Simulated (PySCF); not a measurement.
**Stretching O2**

Set-up: basis O def2-TZVPPD; no relativity; PySCF 2.14. Energies in eV from O + O in their ground configurations at the same level. State: triplet, unpaired electrons π ↑↑.

```json
{"R (Å)": "1.028", "UHF": "-0.215", "M06-L": "-3.421", "UHF-SCS-MP2": "-3.010"}
{"R (Å)": "1.075", "UHF": "-1.066", "M06-L": "-4.454", "UHF-SCS-MP2": "-4.035"}
{"R (Å)": "1.123", "UHF": "-1.466", "M06-L": "-5.049", "UHF-SCS-MP2": "-4.627"}
{"R (Å)": "1.159", "UHF": "-1.543", "M06-L": "-5.280", "UHF-SCS-MP2": "-4.861"}
{"R (Å)": "1.195", "UHF": "-1.474", "M06-L": "-5.369", "UHF-SCS-MP2": "-4.960"}
{"R (Å)": "1.231", "UHF": "-1.292", "M06-L": "-5.348", "UHF-SCS-MP2": "-4.955"}
{"R (Å)": "1.279", "UHF": "-0.912", "M06-L": "-5.190", "UHF-SCS-MP2": "-4.829"}
{"R (Å)": "1.338", "UHF": "-0.288", "M06-L": "-4.846", "UHF-SCS-MP2": "-4.544"}
{"R (Å)": "1.410", "UHF": "0.599", "M06-L": "-4.301", "UHF-SCS-MP2": "-4.098"}
{"R (Å)": "1.506", "UHF": "1.894", "M06-L": "-3.470", "UHF-SCS-MP2": "-3.444"}
```

Task: Put a parabola through the three lowest points of the UHF curve and estimate Re, k and ωe (reduced mass 7.997 u; 1 eV/Å² = 0.16022 mdyn/Å; ωe = 1302.8·√(k/μ) cm⁻¹).

Result: Through R = 1.123, 1.159, 1.195 Å the second-order coefficient is 56.3 eV/Å², so Re ≈ 1.160 Å, k ≈ 18.0 mdyn/Å and ωe ≈ 1957 cm⁻¹. A polynomial fit of higher order to the unrounded UHF energies gives Re = 1.159 Å, k = 18.2 mdyn/Å, ωe = 1964 cm⁻¹; anharmonicity and rounding make the difference.

The higher-order fit for each curve: UHF: Re = 1.159 Å, ωe = 1964 cm⁻¹, De = 1.54 eV; M06-L: Re = 1.205 Å, ωe = 1648 cm⁻¹, De = 5.37 eV; UHF-SCS-MP2: Re = 1.210 Å, ωe = 1559 cm⁻¹, De = 4.97 eV.

Correlated steps freeze 2 core orbitals. The state was picked by a PBE0 search and need not be the measured ground state.
